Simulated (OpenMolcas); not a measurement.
AlH3O (SMILES [OH][AlH2]): methods side by side

The species is AlH3O (5 atoms), meant as a singlet with charge 0. As SMILES, `[OH][AlH2]`. Geometry: a GFN2-xTB relaxation, a rough one for these elements and not checked as a minimum.

```xyz
5

O     0.4668   -0.8405    0.5301
Al   -0.2293    0.4110   -0.2596
H     0.8711   -1.5660    0.9879
H    -1.1462    0.1480   -1.4573
H     0.0375    1.8474    0.1989
```

Each level gives the energy change with the O1–H3 bond stretched from 0.948 to 1.660 Å (eV). The values are calculated.

```csv
level,kind,program,value (eV),less FCI/STO-3G,CPU time (all runs)
HF/STO-3G (restricted),Hartree–Fock,OpenMolcas,5.84,+1.93,3.2 s
r2SCAN/STO-3G (restricted),meta-GGA,OpenMolcas,4.29,+0.38,11 s
B3LYP/STO-3G (restricted),global hybrid,OpenMolcas,4.27,+0.36,8.8 s
B2PLYP/STO-3G (restricted),double hybrid,OpenMolcas,4.48,+0.57,7.9 s
MP2/STO-3G (restricted),perturbation theory,OpenMolcas,4.71,+0.80,3.3 s
ACPF/STO-3G (restricted),coupled cluster or CI,OpenMolcas,3.66,-0.25,3.5 s
CCSD(T)/STO-3G (restricted),coupled cluster or CI,OpenMolcas,3.92,+0.01,4.3 s
FCI/STO-3G,exact in the basis,OpenMolcas,3.91,0.00,29 s
```

FCI/STO-3G is exact within its basis and frozen core, so for wave-function methods in that basis the difference is their error; functionals converge differently with the basis, so for them it is only a difference. Spin-restricted single references rise too steeply as a bond breaks, Hartree–Fock most of all. Perturbation and coupled-cluster corrections on them can overshoot downwards. The first shape isn't each level's own minimum. The values span 3.66 to 5.84 eV. All rows use very small basis sets, so even the best lies far from the true value. Times are those of the runs behind each value, whatever else they computed, on shared processors of several kinds: orders of magnitude only.
